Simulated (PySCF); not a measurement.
# Orbital energies, ionisation energy and electron affinity

C4H4NP.
SMILES with atom numbers: `[cH:1]1[cH:2][p:3][cH:4][cH:5][n:6]1` (hydrogens: H7 on C1; H8 on C2; H9 on C4; H10 on C5)

Cartesian coordinates in Å at the PBE0-D3(BJ)/def2-SVP level; atoms count from 1:
```
atom  x, y, z in Å
C1     1.0753   -0.8322   -0.2128
C2     1.3848    0.4859    0.1178
P3     0.2006    1.7153    0.4183
C4    -1.2278    0.7653    0.1728
C5    -1.2163   -0.5871   -0.1645
N6    -0.1424   -1.3495   -0.3486
H7     1.9014   -1.5357   -0.3833
H8     2.4417    0.7596    0.1921
H9    -2.1995    1.2548    0.2894
H10   -2.1785   -1.0999   -0.2976
```

Level: PBE0/def2-SVPD (PySCF). Frontier orbitals with their largest atomic shares (Löwdin; up to four atoms above 4 %):

| orbital | ε (eV) | main atoms |
| --- | --- | --- |
| HOMO−3 | -8.66 | P3 52 %, N6 24 %, C2 8 %, C4 8 % |
| HOMO−2 | -8.14 | C4 22 %, C2 21 %, C1 20 %, C5 20 % |
| HOMO−1 | -8.10 | P3 31 %, N6 19 %, C2 18 %, C4 17 % |
| HOMO | -7.44 | ? |
| LUMO | -2.09 | P3 39 %, N6 17 %, C4 15 %, C2 15 % |
| LUMO+1 | -1.16 | C1 19 %, C5 19 %, C2 18 %, C4 18 % |
| LUMO+2 | 0.84 | C5 14 %, C1 14 %, P3 13 %, C4 13 % |

**Question.** What vertical ionisation energy does ΔSCF give, and how far is −ε(HOMO) from it?

**Answer.** ΔSCF: 9.43 eV (909 kJ/mol; threshold wavelength 132 nm); ⟨S²⟩ of the doublet left behind is 0.759, against 0.75 for a pure doublet. −ε(HOMO) is 7.44 eV, 1.99 eV below it. For the exact functional −ε(HOMO) would equal the first vertical ionisation energy; PBE0 (global hybrid, 25 % exact exchange) falls short of its own ΔSCF value by 21 %. Holes in the HOMO−1 and HOMO−2 were tried too where these lie within 1.2 eV of the HOMO; the lowest converged state counts.

**Question.** On which atoms does the HOMO lie?

**Answer.** N6 (pyridine-type nitrogen) 42 %, P3 (phosphorus bonded to 2 C) 16 %, C5 (aromatic CH next to a ring nitrogen) 10 %, C1 (aromatic CH next to a ring nitrogen) 10 %. The HOMO−1 lies 0.66 eV lower.

**Question.** And the vertical electron affinity, the fundamental gap, Mulliken's electronegativity and the hardness (with the factor ½)?

**Answer.** EA = 0.22 eV by ΔSCF (−ε(LUMO) = 2.09 eV). IE − EA = 9.21 eV against an orbital gap of 5.35 eV; (IE + EA)/2 = 4.83 eV; (IE − EA)/2 = 4.60 eV.

**Question.** The lowest singlet excitation (vertical TDDFT, same level) lies at 3.90 eV. How far is it below IE − EA?

**Answer.** IE − EA = 9.21 eV, so by 5.31 eV.

**Question.** What kinetic energy would electrons from this vertical process carry with Lyman-α light (10.199 eV)?

**Answer.** 10.20 − 9.43 = 0.77 eV.

**Question.** With α = 74.4 au, estimate the like-pair dispersion coefficient by London's formula C6 = (3/4)α²I.

**Answer.** I = 0.3464 Eh, so C6 ≈ 1440 au, a rough estimate.

**Question.** What total energies stand behind the ΔSCF value?

**Answer.** E(N) = -550.29021 Eh and E(N − 1) = -549.94380 Eh at the same geometry, 0.34641 Eh apart. With one more electron, E(N + 1) = -550.29843 Eh.

Isolated species at its PBE0-D3(BJ)/def2-SVP geometry, gas phase.
